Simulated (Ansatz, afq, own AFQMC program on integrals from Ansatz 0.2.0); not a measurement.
N2H2, singlet: AFQMC among the cluster methods

```yaml
atoms:
  - { symbol: N, position_ang: [0.0000, 0.0000, 0.5222] }
  - { symbol: N, position_ang: [0.0000, 0.0000, -0.6814] }
  - { symbol: H, position_ang: [0.0000, 0.8651, 1.1058] }
  - { symbol: H, position_ang: [0.0000, -0.8651, 1.1058] }
```

Connectivity, by distances: NH2–N.

Basis cc-pVDZ. Only valence electrons are correlated. AFQMC by an in-house program on the Cholesky factors that Ansatz 0.2.0 writes for its CCSD(T) run. ph-AFQMC/CISD is guided by a CISD state made of CCSD amplitudes; releasing the constraint for a short imaginary time cuts its bias at the price of noise, slowly where states lie close. Free AFQMC starts from the CCSD state and is never constrained. Its projection time is finite, and what remains of the start isn't in its error. Error bars are statistical, one sigma.

Determinant: RHF, the one that the program's search chose, which needn't be the lowest solution. The geometry is a point of a scan.

No full CI on the walks' own integrals is used here; CCSDT(Q) serves as the reference and is uncertain by about the last step of the cluster series.

Cautions: higher spins were not checked; restricted determinant unstable towards unrestricted (UHF 45 meV lower, ⟨S²⟩ 0.31); raised T1 diagnostic (T1 0.022, weight of the determinant 0.88, largest double 0.10).

```
T1 diagnostic                               : 0.0223
weight of the determinant in the CISD state : 0.882
size of the correlated space                : 12 electrons in 36 orbitals
```

```
  level  correlation energy (eV)
    MP2                  -8.5367
   CCSD                  -9.1568
CCSD(T)                  -9.4470
```

(1) Estimate where phaseless AFQMC with the Hartree–Fock trial lies against CCSD(T) on the same integrals.

(1) 191.0 ± 89.2 meV below CCSD(T).

Reference: CCSDT(Q), correlation energy -9.488 eV. The released energy is read at 2.40 1/Eh (meV from the phaseless value at times in 1/Eh: -10 ± 18 at 0.24, 9 ± 17 at 0.51, 15 ± 18 at 0.99, 22 ± 20 at 1.62, 41 ± 27 at 2.40).

```json
{"level": "CCSD(T)", "E − E(reference) (meV)": "41.3", "share of correlation (%)": "99.57"}
{"level": "CCSDT", "E − E(reference) (meV)": "27.5", "share of correlation (%)": "99.71"}
{"level": "ph-AFQMC/HF", "E − E(reference) (meV)": "-149.7 ± 89.2", "share of correlation (%)": "101.58"}
{"level": "ph-AFQMC/CISD", "E − E(reference) (meV)": "3.9 ± 21.5", "share of correlation (%)": "99.96"}
{"level": "released AFQMC", "E − E(reference) (meV)": "45.2 ± 26.8", "share of correlation (%)": "99.52"}
{"level": "free AFQMC", "E − E(reference) (meV)": "23.0 ± 29.9", "share of correlation (%)": "99.76"}
```

Free projections are given only where their last times agree within the noise and don't stop above the reference; a slow remainder of the start can still hide under it. A walk keeps the symmetry of its determinant, which the program's search chose and which needn't be the lowest solution, so a lower state of the same spin and another symmetry isn't excluded. Released energies are given only where the last usable release times agree within the noise; a slower fall can still hide under it.
